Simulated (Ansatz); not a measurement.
Cost and result for the atomization energy of C3H5FO2, SMILES `CC(O)(F)C=O` (11 atoms, 10 bonds).

```xyz
11

C    -0.276   -0.480    1.198
C     0.312   -0.212   -0.159
O     1.545    0.346   -0.062
F     0.381   -1.433   -0.847
C    -0.587    0.626   -1.072
O    -0.161    1.576   -1.664
H    -1.240   -0.982    1.105
H     0.408   -1.123    1.754
H    -0.402    0.456    1.744
H     1.651    0.948   -0.816
H    -1.631    0.277   -1.181
```

Total charge 0; spin multiplicity 1. Geometry: relaxed with PBE0-D4/def2-TZVP. It is one conformer, not always the lowest. Program: Ansatz. All runs use 4 threads of an Arm Neoverse V1 on a shared host. Times are those of one run each, without the atoms' runs, and a repeat can differ threefold. Electronic energies, without spin–orbit coupling; frozen cores. CCSD(T)/CBS adds CCSD(T) − MP2 in def2-TZVPP to the MP2 limit, and its time is that of the two runs behind it. T1 = 0.014. B3LYP takes the VWN-RPA correlation (the form of Gaussian; ORCA's B3LYP/G).

CCSD(T)/CBS is a level of theory with its own doubt, some kJ/mol a heavy atom from the limit and from the frozen cores, so smaller differences don't rank the functionals.

| level | functions | atomization (kcal/mol) | difference from CCSD(T)/CBS | per bond |
| --- | --- | --- | --- | --- |
| CCSD(T)/def2-TZVPP | 256 | 1060.6 | -29.2 | -2.9 |
| r2SCAN-D4/def2-TZVPP (with forces) | 256 | 1094.9 | 5.1 | 0.5 |
| ωB97X-V/def2-TZVPP | 256 | 1092.0 | 2.2 | 0.2 |
| CCSD(T)/CBS(def2) | – | 1089.8 | 0.0 | 0.0 |
| PBE-D4/def2-TZVPP (with forces) | 256 | 1129.1 | 39.3 | 3.9 |
| PBE0-D4/def2-TZVPP | 256 | 1095.1 | 5.3 | 0.5 |
| ωB97M-V/def2-TZVPP (with forces) | 256 | 1094.0 | 4.2 | 0.4 |
| MP2/def2-QZVPP | 492 | 1109.2 | 19.4 | 1.9 |
| B2PLYP/def2-TZVPP | 256 | 1078.7 | -11.1 | -1.1 |
| B3LYP-D4/def2-TZVPP (with forces) | 256 | 1086.9 | -2.9 | -0.3 |

Task: Order the runs by time, with rough figures. (Estimate.)

Result: Computed: PBE-D4/def2-TZVPP (with forces) 2.8 s; PBE0-D4/def2-TZVPP 3.2 s; B3LYP-D4/def2-TZVPP (with forces) 5 s; r2SCAN-D4/def2-TZVPP (with forces) 5.5 s; B2PLYP/def2-TZVPP 6.5 s; ωB97X-V/def2-TZVPP 8.5 s; ωB97M-V/def2-TZVPP (with forces) 12 s; MP2/def2-QZVPP 31 s; CCSD(T)/def2-TZVPP 5.1 min; CCSD(T)/CBS(def2) 5.7 min.

In def2-TZVPP, CCSD(T) changes the Hartree–Fock value by +301.3 kcal/mol (the triples alone add +20.7 kcal/mol) and MP2 by +332.7 kcal/mol; breaking electron pairs costs correlation energy, which Hartree–Fock lacks. The D4 term adds +7.3 kcal/mol with B3LYP and +3.8 kcal/mol with PBE0; it sums over pairs of atoms, weighted by their polarisabilities, and B3LYP, whose exchange is more repulsive, gets the larger term. From PBE to PBE0 (25 % exact exchange), in def2-TZVPP and without D4, the atomization energy moves by −33.2 kcal/mol: exact exchange takes away binding that semilocal exchange gives to molecules.
